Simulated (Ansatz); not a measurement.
Relaxation of AlClFH3 (6 atoms, charge 0, multiplicity 1), to a largest force component of 0.03 eV/Å in at most 50 steps.

Method: Ansatz 0.2.0, RKS PBE-D4/6-31G*.

```xyz
6
Properties=species:S:1:pos:R:3:forces:R:3
Al -0.002 0.250 -0.084 -0.01 -0.11 0.06
F 0.003 0.265 1.606 0.01 -0.12 0.01
H 1.419 0.329 -0.801 0.01 0.00 0.00
H -1.436 0.271 -0.780 0.00 0.00 0.00
Cl 0.119 -2.905 1.245 -0.05 0.85 0.47
H 0.055 -1.810 2.014 0.05 -0.62 -0.54
```

**Question.** Where does it end, and by what steps?

**Answer.** The run converged. After 7 steps the energy has fallen by 0.151 eV; Cl5 moved furthest, 0.54 Å. Joined: Al1–Cl5 (3.43 → 2.60 Å).

| step | energy less start (eV) | largest force component (eV/Å) | accepted |
| --- | --- | --- | --- |
| 0 | 0.0000 | 0.850 | yes |
| 1 | -0.0569 | 0.306 | yes |
| 2 | -0.1066 | 0.262 | yes |
| 3 | -0.1339 | 0.464 | yes |
| 4 | -0.1466 | 0.144 | yes |
| 5 | -0.1481 | 0.116 | yes |
| 6 | -0.1499 | 0.058 | yes |
| 7 | -0.1511 | 0.022 | yes |

```xyz
6
Properties=species:S:1:pos:R:3
Al 0.009 -0.037 0.030
F 0.013 0.174 1.750
H 1.428 0.150 -0.669
H -1.427 0.064 -0.653
Cl 0.082 -2.477 0.919
H 0.054 -1.474 1.823
```

Whether the end is a true minimum wasn't checked by a vibrational analysis.

Time of the run: 16 s on 1 thread of Arm Neoverse V1, with other jobs on the host, peak memory 0.12 GiB.
